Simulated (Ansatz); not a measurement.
**H2Cl (doublet): wave-function methods side by side at distance Cl1–H2 along a hydrogen transfer = 1.617 Å, cc-pVDZ**

How much of the correlation energy of H2Cl (doublet) does each wave-function method recover here?

The runs use Ansatz 0.2.0, Gaussian basis; cc-pVDZ, core rule «outside noble gas», up to 5 orbitals frozen.

Plan: UHF; CCSD(T) on ROHF; CCSD(T) on UHF; BCCD(T) on ROHF; CISD; CCSDT(Q) on ROHF; CCSDT(Q) on UHF; CISDTQ; CCSDTQ on ROHF; CCSDTQ on UHF; CASSCF and MRCISD+Q, 3 electrons in 3 orbitals; CASSCF and NEVPT2, 3 electrons in 3 orbitals; CASSCF and MRCISD+Q, 9 electrons in 6 orbitals; CASSCF and NEVPT2, 9 electrons in 6 orbitals; Full CI.

### Step 1. The system

The geometry derives from fragments relaxed apart (PBE0/def2-TZVP) and kept rigid, so it is no stationary point. A hydrogen atom is moved between rigid fragments.

3 atoms, charge 0, spin multiplicity 2.

Atoms are counted from 1 here; the program's logs count them from 0.

Bond lengths: Cl1–H2 1.617 Å.

### Step 2. UHF

The input, in.yaml:

```yaml
crystal:
  periodic: [false, false, false]
  atoms:
    - {symbol: Cl, position_ang: [0.000000, 0.000000, -1.411000]}
    - {symbol: H, position_ang: [0.000000, 0.000000, 0.206000]}
    - {symbol: H, position_ang: [0.000000, 0.000000, 1.205000]}
basis:
  gaussian: {orbitals: cc-pVDZ}
magnetization: {spin_polarized: true, initial_magnetization: 1}
hamiltonian: {xc: hf}
output: {orbitals: {seedname: orbitals}}
```

Launch:

```bash
ansatz run in.yaml --threads 1 --pin off --events-out ev --progress --plain --max-ram 2816MiB --backend cpu
```

Further steps of the session: CCSD(T) on ROHF; CCSD(T) on UHF; BCCD(T) on ROHF; CISD; CCSDT(Q) on ROHF; CCSDT(Q) on UHF; CISDTQ; CCSDTQ on ROHF; CCSDTQ on UHF; CASSCF and MRCISD+Q, 3 electrons in 3 orbitals; CASSCF and NEVPT2, 3 electrons in 3 orbitals; CASSCF and MRCISD+Q, 9 electrons in 6 orbitals; CASSCF and NEVPT2, 9 electrons in 6 orbitals; Full CI.

**Question.** What will the summary of the whole plan be? Wanted: FCI below the RHF energy; RMP2 from FCI; UMP2 from FCI; RCCSD from FCI; RCCSD(T) from FCI; UCCSD(T) from FCI; RCCSDT(Q) from FCI; UCCSDT(Q) from FCI; NEVPT2 pair from FCI.

The runs gave:

| quantity | value |
| --- | --- |
| FCI below the RHF energy | -5.2014 eV |
| RMP2 from FCI | +16.20 kcal/mol |
| UMP2 from FCI | +17.73 kcal/mol |
| RCCSD from FCI | +2.31 kcal/mol |
| RCCSD(T) from FCI | +0.43 kcal/mol |
| UCCSD(T) from FCI | +0.45 kcal/mol |
| RCCSDT(Q) from FCI | +0.01 kcal/mol |
| UCCSDT(Q) from FCI | +0.01 kcal/mol |
| NEVPT2 pair from FCI | +13.08 kcal/mol |
| MRCISD+Q pair from FCI | +0.05 kcal/mol |
| NEVPT2 valence from FCI | +22.00 kcal/mol |
| levels within 1 kcal/mol (43 meV) | RCCSD(T), UCCSD(T), BCCD(T), RCCSDT, UCCSDT, CISDTQ, RCCSDT(Q), UCCSDT(Q), RCCSDTQ, UCCSDTQ, MRCISD+Q pair, MRCISD+Q valence |
| T1 diagnostic | 0.024 |
| effectively unpaired electrons | 1.04 |

RCCSD(T) misses by +0.43 kcal/mol, 0.4 % of the correlation energy. One determinant dominates. Of the multireference levels listed MRCISD+Q valence comes nearest in total energy (+0.04 kcal/mol), which doesn't show that its space is the better one. These misses are within one basis, not against nature; the frozen cores of restricted and unrestricted runs differ, which can shift their rows.
